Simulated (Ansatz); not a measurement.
System: fcc Sr. Method: B3LYP (VWN-RPA form) in Ansatz (plane waves, PAW).

Run with plane-wave cutoff 460 eV, 10×10×10 k mesh, Fermi–Dirac smearing 0.05 eV, scalar-relativistic PAW data made under PBE.

Cell (relaxed at this level):

```cif
data_Sr
_chemical_formula_sum 'Sr1'
_space_group_name_H-M_alt 'P 1'
_space_group_IT_number 1
_cell_length_a 4.29257
_cell_length_b 4.29257
_cell_length_c 4.29257
_cell_angle_alpha 60.000
_cell_angle_beta 60.000
_cell_angle_gamma 60.000
loop_
_space_group_symop_operation_xyz
  'x, y, z'
loop_
_atom_site_label
_atom_site_type_symbol
_atom_site_fract_x
_atom_site_fract_y
_atom_site_fract_z
_atom_site_occupancy
Sr1 Sr 0.00000 0.00000 0.00000 1
```

Q: What does this level give for the bulk modulus B0?

A: 
bulk modulus B0: 10.0 GPa

Measured, for comparison: bulk modulus 12.5 GPa (corrected for temperature and zero-point phonon effects, our sources range from 12.0 to 12.5; as tabulated in Levämäki et al. (2014), arXiv:1402.3671). Computed (rounded) less measured: bulk modulus -20 % (-17 % to -20 % over the range).

Static lattice: no zero-point or thermal effects.

Ansatz is a program for electronic structure.
